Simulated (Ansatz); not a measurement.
# CH5NSi (SMILES C[Si]N): CAM-B3LYP/def2-SVPD

Aim: the vertical ionisation energy of CH5NSi at CAM-B3LYP/def2-SVPD, from 2 runs. 

The calculation is run with Ansatz 0.2.0.

60 further runs of the same task are left out: 60 set aside as unsound or not needed.

## Step 1: The system as given

CH5NSi: 8 atoms, total charge 0, spin state singlet. As SMILES, `C[Si]N`. Geometry: relaxed at PBE0-D4/def2-TZVP. This is one conformer, not always the lowest.

Bond lengths: C1–Si2 1.904 Å, Si2–N3 1.709 Å, C1–H4 1.094 Å, C1–H5 1.094 Å, C1–H6 1.098 Å, N3–H7 1.008 Å, N3–H8 1.010 Å. Angles: C1–Si2–N3 98.7°, Si2–C1–H4 115.0°, Si2–C1–H5 110.7°, Si2–C1–H6 107.9°, Si2–N3–H7 121.7°, Si2–N3–H8 126.1°, H4–C1–H5 108.8°, H4–C1–H6 108.0°, H5–C1–H6 106.1°, H7–N3–H8 112.1°.

## Step 2: A single-point energy at CAM-B3LYP/def2-SVPD

Contents of input.yaml:

```yaml
crystal:
  periodic: [false, false, false]
  atoms:
    - symbol: C
      position_ang: [-0.660000, 0.824700, -0.552100]
    - symbol: Si
      position_ang: [0.963800, 0.653800, 0.427700]
    - symbol: "N"
      position_ang: [0.932200, -1.034400, 0.690700]
    - symbol: H
      position_ang: [-1.026400, -0.101800, -1.004300]
    - symbol: H
      position_ang: [-0.562500, 1.583400, -1.334100]
    - symbol: H
      position_ang: [-1.431400, 1.195000, 0.135900]
    - symbol: H
      position_ang: [1.651200, -1.501900, 1.220100]
    - symbol: H
      position_ang: [0.225200, -1.675700, 0.360300]
basis:
  gaussian:
    orbitals: def2-SVPD
hamiltonian:
  xc: {name: CAM-B3LYP}
accuracy: high
output: {orbitals: {seedname: orbitals}}
```

Command:

```bash
ansatz run input.yaml --threads 1 --pin off --max-ram 3480MiB --events-out events.jsonl --progress --plain --runs-dir runs
```

The log of the run:

```text
Warning: RAYON_NUM_THREADS=1 ignored (pool sized by the plan → 1); use --threads N
Functional definition: CAM-B3LYP
  name "CAM-B3LYP"
  parameter alpha = 0.19
  parameter beta = 0.46
  parameter omega = 0.33/bohr
  parameter ac = 0.81
  exchange = (1 - alpha - beta)*b88_x + beta*b88_x_sr(omega) + alpha*exact_x + beta*exact_x_lr(omega)
  correlation = (1 - ac)*vwn5_c + ac*lyp_c
2100 factors; integrals over basis functions are off by at most 3.5e-9 eV
491 factors; integrals over basis functions are off by at most 1.9e-9 eV
mean field evaluation 1: about -10473.2584 eV, gradient 5.9e1 eV
mean field evaluation 2: about -10470.1068 eV, gradient 6.8e1 eV
mean field evaluation 4: about -10480.5988 eV, gradient 2.8e0 eV
mean field evaluation 8: about -10480.6165 eV, gradient 8.3e-2 eV
mean field evaluation 16: about -10480.6166 eV, gradient 1.2e-5 eV
mean field -10480.61655136 eV, -385.1555542453 hartree, gradient 3.0e-8 eV, S^2 0.000000; 0 other end points of the search recorded, 0 dependent functions left out
reference -10480.61657041 eV, -385.1555549454 hartree; 16, 16 occupied and 88, 88 virtual orbitals, 2100 factors
Total energy: -10480.61657041 eV, -385.1555549454 hartree
```

Wall time 6.9 s (1 thread of AMD EPYC 7R43 (Zen 3), shared host); peak memory 0.39 GiB.

## Step 3: The doublet cation

Contents of run.yaml:

```yaml
crystal:
  periodic: [false, false, false]
  atoms:
    - symbol: C
      position_ang: [-0.660000, 0.824700, -0.552100]
    - symbol: Si
      position_ang: [0.963800, 0.653800, 0.427700]
    - symbol: N
      position_ang: [0.932200, -1.034400, 0.690700]
    - symbol: H
      position_ang: [-1.026400, -0.101800, -1.004300]
    - symbol: H
      position_ang: [-0.562500, 1.583400, -1.334100]
    - symbol: H
      position_ang: [-1.431400, 1.195000, 0.135900]
    - symbol: H
      position_ang: [1.651200, -1.501900, 1.220100]
    - symbol: H
      position_ang: [0.225200, -1.675700, 0.360300]
basis:
  gaussian:
    orbitals: def2-SVPD
total_charge: 1
accuracy: high
magnetization:
  spin_polarized: true
  initial_magnetization: 1
output: {orbitals: {seedname: orbitals}}
hamiltonian:
  xc: {name: CAM-B3LYP}
```

Command:

```bash
ansatz run run.yaml --threads 1 --pin off --max-ram 3480MiB --events-out events.jsonl --progress --plain --runs-dir runs
```

The log of the run:

```text
Warning: RAYON_NUM_THREADS=1 ignored (pool sized by the plan → 1); use --threads N
[... 8 set-up lines as earlier in the session ...]
2098 factors; integrals over basis functions are off by at most 3.5e-9 eV
491 factors; integrals over basis functions are off by at most 1.9e-9 eV
mean field evaluation 1: about -10456.4397 eV, gradient 6.0e1 eV
mean field evaluation 2: about -10438.3354 eV, gradient 8.0e1 eV
mean field evaluation 4: about -10472.0673 eV, gradient 5.4e0 eV
mean field evaluation 8: about -10472.2824 eV, gradient 2.1e-1 eV
mean field evaluation 16: about -10472.2830 eV, gradient 3.5e-4 eV
mean field evaluation 32: about -10472.2830 eV, gradient 2.8e-8 eV
mean field -10472.28297751 eV, -384.8493010552 hartree, gradient 2.8e-8 eV, S^2 0.755913; 0 other end points of the search recorded, 0 dependent functions left out
reference -10472.28299688 eV, -384.8493017671 hartree; 16, 15 occupied and 88, 89 virtual orbitals, 2098 factors
Total energy: -10472.28299688 eV, -384.8493017671 hartree
```

It took 14 s on 1 thread of AMD EPYC 7R43 (Zen 3), shared host; peak memory 0.52 GiB.

## Step 4: Outcome

Level: CAM-B3LYP/def2-SVPD.

| quantity | value |
| --- | --- |
| singlet CH5NSi: total energy | -385.15555 Eh |
| singlet CH5NSi: HOMO energy | -7.34 eV |
| singlet CH5NSi: LUMO energy | 0.04 eV |
| singlet CH5NSi: HOMO–LUMO gap | 7.38 eV |
| doublet cation: total energy | -384.84930 Eh |
| doublet cation: HOMO energy (highest over α and β) | -15.47 eV |
| doublet cation: LUMO energy (lowest over α and β) | -9.36 eV |
| doublet cation: ⟨S²⟩ | 0.756 |
| vertical ionisation energy (to the doublet cation) | 8.334 eV |

The vertical ionisation energy comes to 8.33 eV (192 kcal/mol). −ε(HOMO) before ionisation, 7.34 eV, is 0.99 eV below this ionisation energy.
